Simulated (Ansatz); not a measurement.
Ansatz (a first-principles code) input (B3LYP/6-31G*):

Ansatz 0.2 input:
```yaml
crystal:
  periodic: [false, false, false]
  atoms:
    - {symbol: O, position_ang: [-0.01025307, 1.08277748, -0.21992690]}
    - {symbol: O, position_ang: [0.00940348, 0.00112097, 0.43450433]}
    - {symbol: O, position_ang: [0.00084959, -1.08389844, -0.21457743]}
basis:
  gaussian:
    orbitals: 6-31G*
hamiltonian:
  xc: {name: B3LYP}
phonons: {temperatures: {t_min: 298.15, t_max: 298.15, t_step: 100}}
```

Q: Which harmonic wavenumbers does it give?

A: 735, 1241, 1266 cm⁻¹ (unscaled; negative means imaginary).
